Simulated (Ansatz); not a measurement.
# Active spaces for CH₃Cl, singlet

Program: Ansatz, Gaussian basis, development build. Basis cc-pVDZ, nonrelativistic, 6 orbitals frozen in the corrections. State-specific CASSCF; RHF is the lowest restricted (open-shell) Hartree–Fock solution met. Letters tell apart solutions met in one space. No symmetry is imposed, so a solution can break that of the shape. The lowest solution met needn't be the lowest there is, nor hold the orbitals that a chemist would pick.

Geometry:

| atom | x (Å) | y (Å) | z (Å) |
| --- | --- | --- | --- |
| C | 0.0000 | 0.0000 | -1.1193 |
| Cl | 0.0000 | 0.0000 | 0.6560 |
| H | 0.0000 | -1.0366 | -1.4786 |
| H | -0.8977 | 0.5183 | -1.4786 |
| H | 0.8977 | 0.5183 | -1.4786 |

CASSCF less RHF, in eV, and natural occupations:

```csv
CAS,CASSCF,occupations
"(2,2) a",-0.451,"1.97, 0.03"
"(2,2) b",-0.210,"1.99, 0.01"
```

(1) What totals less RHF do the corrections give on each solution?

(2) In CAS(2,2), is the solution lowest in CASSCF also lowest after SC-NEVPT2?

Answers

(1) 

```json
{"CAS": "(2,2) a", "SC-NEVPT2": "-7.759"}
{"CAS": "(2,2) b", "SC-NEVPT2": "-7.643"}
```

(2) Yes: (2,2) a stays lowest, 0.12 eV under the next.
